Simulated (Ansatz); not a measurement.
## Heat of formation of PH2 (SMILES [PH2]) from total energies

PH2: 3 atoms, total charge 0, spin state doublet. SMILES: `[PH2]`. The coordinates come from a PBE0-D4/def2-TZVP relaxation.

```csv
atom,x (Å),y (Å),z (Å)
P,0.5257,-0.3094,0.2582
H,0.1146,1.0515,0.1767
H,-0.6404,-0.7421,-0.4350
```

Total energies at UBHLYP/3-21G (Ansatz 0.2.0); the atoms run unrestricted:

```tsv
species	state	energy (Eh)
PH2	doublet	-340.746318
P	quartet	-339.544577
H	doublet	-0.494191
```

Harmonic wavenumbers at UPBE0-D4/def2-TZVP, in cm⁻¹: 1119, 2392, 2403.

Measured heats of formation of the gaseous atoms at 298.15 K, in kJ/mol: P 316.4, H 218.0. Take 1 Eh = 2625.50 kJ/mol, 1 cm⁻¹ = 0.0119627 kJ/mol, RT = 2.479 kJ/mol.

**Question.** What heat of formation follows?

**Answer.** 
1. Electronic atomisation energy: (-339.544577) + 2 × (-0.494191) − (-340.746318) = 0.213359 Eh = 560.2 kJ/mol.
2. Zero-point energy: half the sum of the wavenumbers, 2957 cm⁻¹ = 35.4 kJ/mol.
3. Thermal vibrational enthalpy, Σ hcν̃/(exp(hcν̃/kT) − 1): 0.1 kJ/mol. Translation, rotation and pV of a non-linear molecule: 4 RT = 9.9 kJ/mol.
4. The 3 free atoms carry 5/2 RT each: 18.6 kJ/mol.
5. Atomisation enthalpy at 298 K: 560.2 − 35.4 − 0.1 − 9.9 + 18.6 = 533.4 kJ/mol.
6. Sum of the atoms' heats of formation: 752.4 kJ/mol. Heat of formation: 752.4 − 533.4 = +219.0 kJ/mol.

No measured value is set beside it here. Hybrids with much exact exchange underbind. Anharmonicity and any spin-orbit splitting of the molecule are left out.
